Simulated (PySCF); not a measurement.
A made-up structure of SiH$_{2}$O$_{2}$, singlet:

```json
{"atom": "O1", "x (Å)": "0.5278", "y (Å)": "-0.6380", "z (Å)": "1.5483"}
{"atom": "Si2", "x (Å)": "-0.2074", "y (Å)": "-0.2802", "z (Å)": "0.1879"}
{"atom": "O3", "x (Å)": "0.1612", "y (Å)": "0.6214", "z (Å)": "-0.7516"}
{"atom": "H4", "x (Å)": "-1.4230", "y (Å)": "-0.6833", "z (Å)": "-0.5687"}
{"atom": "H5", "x (Å)": "0.9414", "y (Å)": "0.9801", "z (Å)": "-0.4158"}
```

It is relaxed with PBE-D4/def2-SVP and then PBE0-D4/def2-TZVP (PySCF 2.14 with density fitting (its default auxiliary sets; JK sets also for MP2 and CCSD(T))). Atoms count as bonded within 1.22 times the sum of their covalent radii (H–H: 0.88 Å). The end point is not checked to be a true minimum.

**Question.** Does its bonding change? (Judge from chemistry; the calculation decides.)

**Answer.** The calculation gives: No: no bond forms or breaks.

Where it ends: The first stage lowers the energy by 3.20 eV in 11 steps. It ends as SiH₂O₂ ([O][SiH][OH]):
O1  (0.016, -0.997, 1.496)
Si2  (-0.334, -0.370, 0.166)
O3  (0.479, 0.772, -0.639)
H4  (-1.500, -0.675, -0.679)
H5  (1.286, 1.101, -0.232)
(Å)

Labels in which every atom is bracketed show which atoms are joined, not bond orders.

For scale, one of the runs: PBE0-D4/def2-TZVP relaxation, 111 basis functions, launched by `OMP_NUM_THREADS=2 python run.py`. Hardware: 2 CPU threads of an AMD EPYC 7B13, shared host. Wall time 20 s; peak host memory 1.1 GiB.
